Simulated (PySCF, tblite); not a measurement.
Bond stretch in CH, doublet. Each curve is given relative to its own lowest point near equilibrium.

| R / Å | A | B | C | D |
|---|---|---|---|---|
| 0.89 | 45.0 | 40.3 | 40.8 | 48.4 |
| 0.95 | 21.6 | 18.0 | 18.6 | 24.3 |
| 1.01 | 8.1 | 5.7 | 6.4 | 9.9 |
| 1.05 | 3.1 | 1.6 | 2.1 | 4.3 |
| 1.09 | 0.6 | 0.0 | 0.2 | 1.2 |
| 1.13 | 0.0 | 0.4 | 0.0 | 0.0 |
| 1.15 | 0.3 | 1.3 | 0.5 | 0.0 |
| 1.20 | 2.6 | 4.9 | 2.9 | 1.6 |
| 1.24 | 5.6 | 8.9 | 5.9 | 4.0 |
| 1.29 | 10.5 | 15.2 | 10.5 | 8.1 |
| 1.38 | 21.3 | 28.5 | 20.7 | 17.7 |
| 1.53 | 42.4 | 52.8 | 40.5 | 36.7 |

Energies in mEh.

Assign the columns to these levels of theory: GFN2-xTB, 300 K electronic temperature run with tblite; PySCF 2.14.0 with restricted open-shell PBE/cc-pVTZ; UHF/cc-pVTZ run with PySCF; unrestricted PBE0/cc-pVTZ run with PySCF.

A is UKS-PBE0; B is UHF; C is GFN2-xTB; D is ROKS-PBE.

The scan ran from 0.89 to 4.54 Å; beyond the distances shown one of the unrestricted levels run for this scan, shown here or not, changes its spin distribution in one step. The unrestricted determinant behind UKS-PBE0 is spin-contaminated at 0.89 to 1.20 Å (<S²> up to 1.0, against 0.75 for a pure doublet). The unrestricted determinant behind UHF is spin-contaminated at 0.89 to 1.53 Å (<S²> up to 1.2, against 0.75 for a pure doublet).
